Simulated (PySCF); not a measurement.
## Frontier orbitals and the lowest excitations

Species: C4H5Cl.
Structure used (PBE0-D3(BJ)/def2-SVP), in Å, numbered top down from 1:
```xyz
10
C4H5Cl angstrom
Cl    -2.6967    0.4820    0.6090
C     -1.3708   -0.3874   -0.2377
C     -0.0935   -0.3473    0.5575
C      1.2335   -0.1828   -0.1280
C      0.8004    0.8530    0.5221
H     -1.7238   -1.4171   -0.3919
H     -1.2422    0.0970   -1.2158
H     -0.1522   -0.9353    1.4884
H      1.9935   -0.6671   -0.7359
H      0.9242    1.8777    0.8618
```

Method: TDDFT B3LYP/def2-SVPD, vertical, gas phase, core orbitals frozen in the response in PySCF.

Kohn–Sham orbitals with the atoms that hold most of them (Löwdin shares over 4%, at most four atoms; ? is withheld):

| orbital | ε (eV) | atoms |
| --- | --- | --- |
| HOMO-3 | -8.60 | Cl1 29%, C3 24%, C5 16%, C4 11% |
| HOMO-2 | -8.23 | Cl1 53%, C3 14%, C4 13%, C5 9% |
| HOMO-1 | -8.02 | ? |
| HOMO | -7.42 | C4 24%, C5 24%, Cl1 16%, C3 14% |
| LUMO | ? | ? |
| LUMO+1 | 0.34 | Cl1 40%, C2 19%, C4 13%, H6 7% |
| LUMO+2 | 0.81 | Cl1 24%, C5 19%, C2 13%, H10 11% |

(1) Give the leading atoms of the HOMO-1.

(2) Give the leading atoms of the LUMO.

(3) What is the LUMO energy, and the HOMO–LUMO gap?

Results:

(1) Cl1 (bonded to C) 71%; C2 (bonded to C, Cl and 2 H) 12%.

(2) C5 (bonded to 2 C and H) 36%; C4 (bonded to 2 C and H) 35%; C3 (bonded to 3 C and H) 7%; H9 (bonded to C) 7%. By element: carbon 77% or more, hydrogen 7% or more.

(3) ε(LUMO) = -0.71 eV; the gap is 6.71 eV (0.2466 hartree).

Problem. How does S1 compare with the orbital gap of 6.71 eV?

Solution. S1 is at 6.02 eV (f = 0.021), 0.69 eV below the gap, made of HOMO→LUMO (74%), HOMO-2→LUMO (12%). 

Problem. Give energy, strength and leading configuration of S1, S4 and S6, and follow the Löwdin shares of the leading atoms from the occupied to the empty orbital.

Solution. 
- S1 (6.02 eV, f 0.021), HOMO→LUMO (74%): C4 24% → 35%, C5 24% → 36%
- S4 (6.81 eV, f 0.026), HOMO→LUMO+1 (92%): C4 24% → 13%, C5 24% → at most 8%, Cl1 16% → 40%, C2 at most 15% → 19%
- S6 (7.24 eV, f 0.0043), HOMO-1→LUMO+1 (87%): Cl1 71% → 40%, C2 12% → 19%

One conformer stands for the species.
